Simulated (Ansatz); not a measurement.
Ansatz (a quantum-chemistry and plane-wave program) input (B3LYP/6-31+G*): The .json file is the Basis Set Exchange's 6-31+G*.

Ansatz 0.2 input:
```yaml
crystal:
  periodic: [false, false, false]
  atoms:
    - {symbol: F, position_ang: [-0.00000000, -0.00000000, -0.10164744]}
    - {symbol: H, position_ang: [0.00000000, 0.00000000, 0.91482694]}
basis:
  gaussian:
    orbitals: 6-31+G_.json
hamiltonian:
  xc: {name: B3LYP}
total_charge: 1
magnetization: {spin_polarized: true, initial_magnetization: 1}
output: {forces: true}
```

**Question.** What final total energy does it give?

**Answer.** -99.85151 Eh.
